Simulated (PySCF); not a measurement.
dimethylamine (C₂H₇N), SMILES N(C)C. The structure is a stationary point at PBE-D3(BJ)/def2-TZVP.

Calculation: PySCF with PBE-D3(BJ)/def2-TZVP.

Harmonic wavenumbers (cm⁻¹): 236, 259, 373, 752, 931, 999, 1065, 1143, 1146, 1226, 1387, 1413, 1420, 1433, 1439, 1465, 1465, 2850, 2854, 2981, 2983, 3037, 3037, 3430. Rotational constants (GHz): 34.27, 9.306, 8.208; symmetry number 1.

Problem. Work out the zero-point energy and the ideal-gas rigid-rotor harmonic-oscillator thermochemistry at 298.15 K and 1 atm.

Solution. ZPE = ½ Σ hcν = ½ × 39326 cm⁻¹ = 235.22 kJ/mol. H − E(el) = 249.41 kJ/mol. Entropy in J/(mol K): translation 156.24, rotation 93.44, vibration 22.42, total 272.11. G − E(el) = 168.28 kJ/mol. Cp = 67.94 J/(mol K).
